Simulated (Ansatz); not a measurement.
System: tetrachlorosilane, SiCl₄ (charge 0, singlet). SMILES: Cl[Si](Cl)(Cl)Cl
Geometry from a B3LYP-D3(BJ)/def2-TZVP (Ansatz, a program for electronic structure) optimisation:
```
Si
Cl 1 2.0325
Cl 1 2.0325 2 109.47
Cl 1 2.0325 2 109.47 3 120.00
Cl 1 2.0325 2 109.47 3 -120.00
```

Wanted: enthalpy of formation at 298 K, in kcal/mol. Conventions: open shells spin-unrestricted; dispersion terms only where a functional's name holds one; 6-31G* and kin with 6d, 5d where marked; non-relativistic; no spin-orbit coupling. Ab initio and DFT rows: single points at B3LYP-D3(BJ) geometries (Ansatz), with unscaled harmonic terms from B3LYP/6-31G* (Ansatz) at its own minima, enthalpies of formation by atomisation with measured atoms.

| species | coefficient | E at B3LYP/6-31G* (Ansatz), Eh | E at PBE/def2-TZVPD (Ansatz), Eh | H(298 K) - E, kcal/mol |
|---|---|---|---|---|
| Cl[Si](Cl)(Cl)Cl | +1 | -2130.47248 | -2129.67640 | 9.21 |
| Cl atom | -4 | -460.13624 | -459.95933 | - |
| Si atom | -1 | -289.37173 | -289.22297 | - |

The atoms take no thermal term, since their enthalpies of formation at 0 K are used: the result is the sum of coefficient times E, plus the molecule's thermal term, plus number times (enthalpy of formation minus H(298) - H(0)) over the atoms. Measured values of the atoms (G2/97 table in ASE), kcal/mol:

```tsv
atom	number	enthalpy of formation of the gas at 0 K	H(298) - H(0) of the element's standard state
Cl	4	28.59	1.10
Si	1	106.60	0.76
```

Measured values: G2/97 table in ASE (Curtiss et al.); they hold spin-orbit and core effects, anharmonicity. For Cl[Si](Cl)(Cl)Cl (enthalpy of formation at 298 K) the tabulated value and RI-MP2/CBS(cc-pV(T+d)Z,cc-pV(Q+d)Z)+[CCSD(T)-MP2]/cc-pV(T+d)Z (Ansatz) part by 4.1 kcal/mol: another conformer or state, missing terms or a fault of the table's entry are possible.  Value to compare with, the measured value: -158.4 kcal/mol. 1 Eh = 627.5095 kcal/mol.

Question: Work the quantity out at each level, and compare with the measured value.

Answer: 
- B3LYP/6-31G*: the sum of coefficient times E is -0.55579 Eh, or -348.76 kcal/mol; the thermal terms add 9.21; the atoms' measured terms add 215.80. Result: -123.8 kcal/mol. Its error against the measured value is 34.6 kcal/mol.
- PBE/def2-TZVPD: the sum of coefficient times E is -0.61611 Eh, or -386.61 kcal/mol; the thermal terms add 9.21; the atoms' measured terms add 215.80. Result: -161.6 kcal/mol. Its error against the measured value is -3.2 kcal/mol.
